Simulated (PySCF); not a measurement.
**F2: relaxation and vibrations of the singlet**

Where does singlet F2 go from a linear start, is the end point a minimum, and what are its modes, charges and moments?

The runs use PySCF 2.14.0; PBE0, basis F def2-SVP, no relativity, density fitting.

**1. The system as given**

2 atoms, charge 0, spin multiplicity 1.

Bond lengths: F1–F2 1.344 Å.

Coordinates in bohr (charge 0 multiplicity 1):
```
F     0.0000    0.0000    0.0000
F     0.0000    0.0000    2.5398
```

**2. Finding the electronic state**

The steps below are one call of a driver around PySCF. For each, scf.py gives the equivalent set-up of the SCF; relaxations use the driver's own optimiser. After this first run the driver tries any further starts and a stability analysis.

The input, scf.py:

```python
from pyscf import gto, scf, dft
mol = gto.M(atom='''
F      0.000000     0.000000     0.000000
F      0.000000     0.000000     1.344000''',
    basis={'F': 'def2-SVP'},
    charge=0, spin=0)
mf = dft.RKS(mol, xc='PBE0')
mf.grids.atom_grid = (50, 194)
aux = {'F': 'def2-universal-JKFIT'}
mf = mf.density_fit(auxbasis=aux)
mf.conv_tol = 1e-08
mf.diis_space = 10
mf.max_cycle = 60
mf.init_guess = 'minao'
mf.verbose = 4
mf.kernel()
```

Started as:

```
$ OMP_NUM_THREADS=2 python axn.py task.json out
```

Further steps of the session: Relaxing the singlet from the linear start; Hessian and properties.

What does the calculation give? Wanted: minimum; geometry; wavenumbers; dipole moment; highest occupied, lowest empty level; polar-tensor charge of F1; zero-point energy; atomisation energy.

The runs gave:

| quantity | value |
| --- | --- |
| minimum | singlet, D∞h |
| geometry | F–F 1.376 Å |
| wavenumbers (cm⁻¹) | 1080 (σg+) |
| dipole moment | 0.00 D |
| highest occupied, lowest empty level | -11.30, -2.86 eV |
| polar-tensor charge of F1 | -0.00 e |
| zero-point energy | 6.5 kJ/mol |
| entropy at 298.15 K | 201.9 J/(mol K) |
| atomisation energy (no zero-point energy) | 151 kJ/mol |

In words: The linear start keeps its D∞h symmetry and ends in a minimum. Only this shape and spin were tried, so other structures or states may lie lower.
